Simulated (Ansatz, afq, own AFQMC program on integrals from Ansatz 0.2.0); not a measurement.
Two steps: Ansatz 0.2.0 writes the Fock matrix and Cholesky factors of the valence space, and afq projects on them the lowest state that overlaps trial and start.

```yaml
crystal:
  periodic: [false, false, false]
  atoms:
    - {symbol: Si, position_ang: [0.000000, 0.000000, 1.577849]}
    - {symbol: Ge, position_ang: [0.000000, 0.000000, -0.676984]}
    - {symbol: H, position_ang: [0.000000, 1.233043, 2.411565]}
    - {symbol: H, position_ang: [0.000000, -1.233043, 2.411565]}
basis:
  gaussian: {orbitals: cc-pVDZ}
magnetization: {spin_polarized: true, initial_magnetization: 0}
correlation: {method: ccsd_t, electrons: outside_noble_gas, hamiltonian_folder: ham}
```

```sh
$ ansatz run in.yaml --threads 1 --pin off --events-out ev --progress --plain --max-ram 1382MiB
```

Options of the walk:

```
--method phaseless --trial cisd --walkers 70 --populations 1 --least-time 40 --time-step 0.005 --steps-per-block 50 --equilibration-blocks 28 --max-blocks 300 --target-error 0.00038 --factor-cut 1e-05 --start spin_pure --seed 8692 --release-times 0.24,0.51,0.99,1.62,2.4 --release-step 0.03 --release-every 4 --taylor-order 6
```

Times are imaginary, in 1/Eh. The walk had a cap of 536 s. Filled inner d shells are frozen with the cores.

Log:

```
orbitals 36  electrons 5 5  factors 276 of 598
reference energy -2365.35445907 Eh
CCSD correlation -0.20422567 Eh in 12 cycles, weight of the determinant in the CISD state 0.8412
energy of the start -2365.558685 Eh
 block  time / (1/Eh)  mean weight  energy / Eh
     1     0.250  0.9971  -2365.555327
     2     0.500  1.0007  -2365.555856
     3     0.750  1.0004  -2365.557825
     4     1.000  0.9976  -2365.559659
     5     1.250  1.0000  -2365.560722
     8     2.000  1.0005  -2365.564231
    17     4.250  0.9984  -2365.572443
    41    10.250  0.9993  -2365.565080
    65    16.250  1.0004  -2365.565227
    89    22.250  1.0003  -2365.565985
   113    28.250  1.0012  -2365.567133
   137    34.250  0.9986  -2365.562498
   153    38.250  1.0014  -2365.561035
   161    40.250  0.9997  -2365.573434
   169    42.250  1.0001  -2365.580323
   185    46.250  0.9990  -2365.563223
   209    52.250  0.9996  -2365.566398
   233    58.250  1.0003  -2365.568272
   257    64.250  1.0006  -2365.570396
   281    70.250  1.0009  -2365.569993
   305    76.250  1.0008  -2365.564281
   321    80.250  0.9998  -2365.566501
blocks merged  error / Eh  count
     1  0.000246  300
     2  0.000320  150
     4  0.000399  75
     8  0.000479  37
    16  0.000512  18
    32  0.000478  9
released: time / (1/Eh)  energy / Eh  error  mean overlap
  0.24  -2365.567539  0.000470  1.0043
  0.51  -2365.567839  0.000518  0.9953
  0.99  -2365.568415  0.000490  0.9939
  1.62  -2365.568917  0.000494  0.9900
  2.40  -2365.568998  0.000497  0.9923
energy -2365.567498 +/- 0.000512 Eh
(rows thinned)
```

The run passed its tests (sampling time, drift between the halves within three errors, error under three times the target), which doesn't prove that it has relaxed.

Against this walk (error 13.9 meV) on the same determinant: CCSD(T) 12.1 meV higher (within the noise), CCSDT(Q) 41.8 meV lower. The error is statistical and leaves out the bias of the constraint. Released to 2.40 1/Eh the energy lies 41 ± 19 meV (both errors) below the phaseless value, which shows part or all of the bias of the constraint, and CCSDT(Q) lies 1.0 meV below the released value. CCSDT(Q) is the surest value here, so the walk's 42 meV above it is most likely the bias of the constraint with this trial, which can have either sign.

Cautions: constraint bias not in the error; error above the target (13.9 against 10.3 meV); no relativity below Rb; no spin-orbit coupling; inner d shell frozen; higher spins were not checked; an unrestricted solution with more broken spin lies lower (168 meV, ⟨S²⟩ 0.76), while this determinant keeps restricted orbitals.

The walk took 8.1 min on 1 thread of Arm Neoverse V1 (shared host). The log's last line is the phaseless energy.

CCSDT and higher add their correlation energy to the determinant of the CCSD(T) run, since their own runs factorise the integrals more tightly (a shift of under 2 meV). A walk keeps the symmetry of its determinant, which the program's search chose and which needn't be the lowest solution, so a lower state of the same spin and another symmetry isn't excluded.
